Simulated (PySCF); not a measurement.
Ligands exchanged one at a time, B F-OH. All species are isolated molecules in the gas phase. One relaxed conformer stands for each flexible species; it need not be the lowest. Strings in code marks are SMILES.

These are PBE-D3(BJ)/def2-TZVP // r2SCAN-D4/def2-TZVP run with PySCF values and carry that method's errors. Excitations are Tamm–Dancoff values on a coarser integration grid. The basis has no diffuse functions, so Rydberg states are missing or too high.

```tsv
species	S1–T1 gap (TDA) (eV)	LUMO (eV)	HOMO–LUMO gap (eV)	S1 oscillator strength	S1 excitation (TDA) (eV)
0 of 3 F replaced by OH (`FB(F)F`)	0.26	-0.37	(withheld)	(withheld)	9.72
1 of 3 F replaced by OH	0.37	-0.51	(withheld)	(withheld)	8.53
2 of 3 F replaced by OH (`OB(O)F` (H–O–B–F torsion 0°, F–B–O–H torsion 0°))	0.25	-0.40	7.50	0.000	7.60
3 of 3 F replaced by OH (`B(O)(O)O`)	0.14	(withheld)	6.68	0.001	6.73
```

Q: Fill in the missing entries.

A: 
- 0 of 3 F replaced by OH (`FB(F)F`), HOMO–LUMO gap (eV): 9.62
- 0 of 3 F replaced by OH (`FB(F)F`), S1 oscillator strength: 0.000
- 1 of 3 F replaced by OH, HOMO–LUMO gap (eV): 8.39
- 1 of 3 F replaced by OH, S1 oscillator strength: 0.025
- 3 of 3 F replaced by OH (`B(O)(O)O`), LUMO (eV): -0.74
